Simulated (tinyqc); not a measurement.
Worked calculation: CIS and TDHF on RHF in the sto-6g basis, frozen core, for OH-, spin multiplicity 1. The basis has no diffuse functions, so it cannot describe the extra electron: this is an exercise in the method, not the real anion. One step of it, computed by the program tinyqc.

Task: TDHF (RPA) triplet states. B(ia,jb) = - (ib|ja); the squared energies are the eigenvalues of (A - B)(A + B); 1 hartree = 27.211386 eV.

CIS matrix A, triplet (hartree):
```
          2>6       3>6       4>6       5>6
2>6  0.837409  0.006408  0.000000  0.000000
3>6  0.006408  0.237447  0.000000  0.000000
4>6  0.000000  0.000000  0.079818  0.000000
5>6  0.000000  0.000000  0.000000  0.079818
```

Two-electron integrals over orbitals (pq|rs), unique and non-zero (hartree); the lowest 1 orbital is frozen and left out:
```
(22|22) 0.757691    (32|22) -0.071687   (32|32) 0.098845    (33|22) 0.523654
(33|32) 0.033726    (33|33) 0.611188    (42|42) 0.163904    (43|42) -0.033929
(43|43) 0.022667    (44|22) 0.783339    (44|32) -0.087756   (44|33) 0.504570
(44|44) 0.880663    (52|52) 0.163904    (53|52) -0.033929   (53|53) 0.022667
(54|54) 0.047461    (55|22) 0.783339    (55|32) -0.087756   (55|33) 0.504570
(55|44) 0.785741    (55|55) 0.880663    (62|22) 0.061140    (62|32) 0.062162
(62|33) 0.004655    (62|44) 0.066573    (62|55) 0.066573    (62|62) 0.115754
(63|22) 0.177244    (63|32) -0.093631   (63|33) -0.040404   (63|44) 0.188712
(63|55) 0.188712    (63|62) 0.011280    (63|63) 0.188284    (64|42) 0.025296
(64|43) 0.016452    (64|64) 0.037916    (65|52) 0.025296    (65|53) 0.016452
(65|65) 0.037916    (66|22) 0.678452    (66|32) -0.006408   (66|33) 0.586711
(66|44) 0.672368    (66|55) 0.672368    (66|62) 0.070262    (66|63) 0.092597
(66|66) 0.703269
```

Give: TDHF matrix B, triplet; squared energies w^2; TDHF energies from the positive w^2.

Result:

TDHF matrix B, triplet (hartree):
```
         2>6      3>6      4>6      5>6
2>6  -0.1158  -0.0113   0.0000   0.0000
3>6  -0.0113  -0.1883   0.0000   0.0000
4>6   0.0000   0.0000  -0.0379   0.0000
5>6   0.0000   0.0000   0.0000  -0.0379
```

squared energies w^2 (hartree^2): 0.0049  0.0049  0.0209  0.6877

TDHF energies from the positive w^2 (eV): 1.9113  1.9113  3.9343  22.5659
